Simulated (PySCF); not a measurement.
SiNH8F, singlet: at the end structure of a reaction step.

The script, run.py:

```python
import json, numpy as np
from pyscf import gto, scf, dft, mp, cc
EV, BOHR = 27.211386245988, 0.529177210903
mol = gto.M(atom="""
Si -0.319082 1.341178 -0.676272
H -0.814466 -2.560780 -1.323950
H 0.672901 0.515659 -1.397461
H -0.750827 2.453682 -1.566116
H -1.513882 0.576788 -0.260124
H 1.004863 0.002178 1.819713
F 0.358849 2.068174 0.587104
H -0.575360 -2.005083 -0.884298
N 0.624250 -0.737037 1.241214
H 1.382708 -1.367262 1.011454
H -0.039094 -1.254209 1.805231
""", basis="sto-3g", charge=0, spin=0, max_memory=8670, verbose=0)
def mean_field(mol, dm=None):
    mf = scf.RHF(mol).density_fit()
    mf.conv_tol = 1e-9
    mf.kernel(dm0=dm)
    if not mf.converged: mf = mf.newton().run(mf.mo_coeff, mf.mo_occ)
    assert mf.converged
    return mf
def d4(mol):
    return 0.0, np.zeros((11, 3))
def energy_and_gradient(mol, dm=None):
    mf = mean_field(mol, dm); e, g = d4(mol)
    return mf, (mf.e_tot + e) * EV, (mf.nuc_grad_method().kernel()[:11] + g) * EV / BOHR
out = {}
mf = mean_field(mol); e = d4(mol)[0]
out.update(energy=(mf.e_tot + e) * EV, converged=True, dispersion=e * EV)
out['s2'] = mf.spin_square()[0]; out['nelec'] = mol.nelec
print(f"Total energy {out['energy']:.6f} eV, <S^2> {out['s2']:.4f}")
json.dump(out, open("out.json", "w"), default=float)
```

Command:

```bash
OMP_NUM_THREADS=4 python run.py
```

It printed (PySCF 2.14):

```
Total energy -12026.331915 eV, <S^2> 0.0000
```

Hardware: 4 CPU threads of an Arm Neoverse V1, shared host. Wall time about 0.8 s.
